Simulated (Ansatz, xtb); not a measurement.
# Relaxing a trial structure of HOSi+

The starting geometry of this gas-phase singlet has its atoms placed at random.

```xyz
3

O    -1.2620    0.6611    0.0228
Si    0.3357    0.0754   -1.0617
H    -0.8349    0.9209   -1.0817
```

Problem. One run relaxed it with r2SCAN-D4/def2-SVP. What is a likely outcome?

Solution. It ends as `[OH+]=[Si]`. Distances that change by over a tenth: O1–H3 (1.21 → 0.97 Å). Contacts that open: Si2–H3 (1.44 → 2.53 Å). Contacts that close: O1–Si2 (2.02 → 1.56 Å).

The energy falls by 5.01 eV over 11 steps:

| step | E − E(last) (eV) |
| --- | --- |
| 1 | 5.006 |
| 2 | 2.623 |
| 3 | 1.590 |
| 4 | 0.864 |
| 5 | 0.493 |
| 7 | 0.100 |
| 8 | 0.000 |
| 9 | 0.000 |
| 10 | 0.000 |
| 11 | 0.000 |

Final geometry (Å):

```xyz
3

O    -0.7422    0.6720   -0.7242
Si    0.4904   -0.2775   -0.5873
H    -1.5094    1.2629   -0.8091
```

From the same start GFN2-xTB reaches the same bonding as this run.

From so rough a start the end depends on the optimiser's path, so another program may land elsewhere. The end wasn't checked by frequencies. Run with Ansatz 0.2.0, 28 s on 1 thread of Intel(R) Xeon(R) Processor @ 2.50GHz (Skylake/Cascade Lake) (shared host).
